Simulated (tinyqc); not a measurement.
Pariser-Parr-Pople SCF with singles CI, for the molecule [CH2+]C=CC=O (SMILES; centres numbered as the heavy atoms are written), step by step. One step of it, computed by the program tinyqc.

Task: Iteration 1: Fock matrix. F_rr = H_rr + P_rr gamma_rr / 2 + sum_(s != r) P_ss gamma_rs; F_rs = H_rs - P_rs gamma_rs / 2; E = tr P (H + F) / 2 + core repulsion sum_(r<s) z_r z_s gamma_rs.

P at the start:
```
           1C         2C         3C        4C         5O
1C   0.052136   0.178823   0.229822  0.041197  -0.122721
2C   0.178823   0.618253   0.815578  0.197043  -0.343946
3C   0.229822   0.815578   1.165171  0.492093  -0.112151
4C   0.041197   0.197043   0.492093  0.666441   0.778499
5O  -0.122721  -0.343946  -0.112151  0.778499   1.497999
```

core matrix H (eV):
```
            1C          2C          3C          4C          5O
1C  -30.843835   -2.390000    0.000000    0.000000    0.000000
2C   -2.390000  -35.338476   -2.390000    0.000000    0.000000
3C    0.000000   -2.390000  -37.037246   -2.390000    0.000000
4C    0.000000    0.000000   -2.390000  -36.121262   -2.410000
5O    0.000000    0.000000    0.000000   -2.410000  -38.351211
```

repulsion gamma_rs (eV):
```
           1C         2C         3C         4C         5O
1C  10.350000   7.294348   5.150535   3.639548   2.899403
2C   7.294348  10.350000   7.296619   5.152134   3.735374
3C   5.150535   7.296619  10.350000   7.296619   5.433472
4C   3.639548   5.152134   7.296619  10.350000   8.172961
5O   2.899403   3.735374   5.433472   8.172961  16.590000
```

Centres (angstrom, eV; a flat drawing with bonds scaled to 1.40 angstrom):

| centre | x | y | core charge z | W | gamma_rr |
|---|---|---|---|---|---|
| 1C | -2.425000 | -0.280000 | 1 | 11.860000 | 10.350000 |
| 2C | -1.212000 | 0.420000 | 1 | 11.860000 | 10.350000 |
| 3C | 0.000000 | -0.280000 | 1 | 11.860000 | 10.350000 |
| 4C | 1.212000 | 0.420000 | 1 | 11.860000 | 10.350000 |
| 5O | 2.425000 | -0.280000 | 1 | 18.110000 | 16.590000 |

Give: F; pi energy.

Result:

F (eV):
```
          1C        2C        3C       4C        5O
1C  -13.2942   -3.0422   -0.5919  -0.0750    0.1779
2C   -3.0422  -14.2277   -5.3655  -0.5076    0.6424
3C   -0.5919   -5.3655  -13.2257  -4.1853    0.3047
4C   -0.0750   -0.5076   -4.1853  -8.5525   -5.5913
5O    0.1779    0.6424    0.3047  -5.5913  -11.6870
```

pi energy = -59.3264 eV
